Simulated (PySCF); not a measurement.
# Two probes of the same atoms: core binding energy and nuclear shielding

Compound: C₅H₄O.
Numbering: `[CH:1]#[C:2]/[CH:3]=[CH:4]\[CH:5]=[O:6]`

Binding energies: delta-SCF UKS SCAN, pcX-2 on the ionised atom, pcseg-1 elsewhere, spin-free X2C (PySCF 2.14.0). Shieldings: GIAO KT2/pcSseg-2, non-relativistic, same geometry.

```json
{"atom": "C1", "isotropic shielding (ppm)": "88.8"}
{"atom": "C2", "isotropic shielding (ppm)": "102.5"}
{"atom": "C3", "isotropic shielding (ppm)": "55.5"}
{"atom": "C4", "isotropic shielding (ppm)": "37.9"}
{"atom": "C5", "isotropic shielding (ppm)": "-2.1"}
```

Question: What are the C 1s binding energies of these atoms?

Answer: 
```tsv
atom	environment	C 1s (eV)	isotropic shielding (ppm)
C1	terminal alkyne carbon	290.78	88.8
C4	alkene CH carbon	290.99	37.9
C2	alkyne carbon	291.38	102.5
C3	alkene CH carbon	292.00	55.5
C5	aldehyde carbon	293.22	-2.1
```

Question: Among the listed atoms, is the one with the highest binding energy also the least shielded?

Answer: Yes: C5 has both (293.22 eV, -2.1 ppm).

By binding energy: C1 < C4 < C2 < C3 < C5. By shielding: C5 < C4 < C3 < C1 < C2.

Spin contamination (⟨S²⟩ against 0.75 for a pure doublet) is marked for C 1s of C1 (0.88), C 1s of C2 (0.94) and C 1s of C3 (0.94), which makes these values less certain. Geometry: PBE0-D3(BJ)/def2-SVP, one conformer, isolated molecule.

Shape of the structure used: `[CH:1]#[C:2]/[CH:3]=[CH:4]\[CH:5]=[O:6]`: C3–C4–C5–O6 180°.
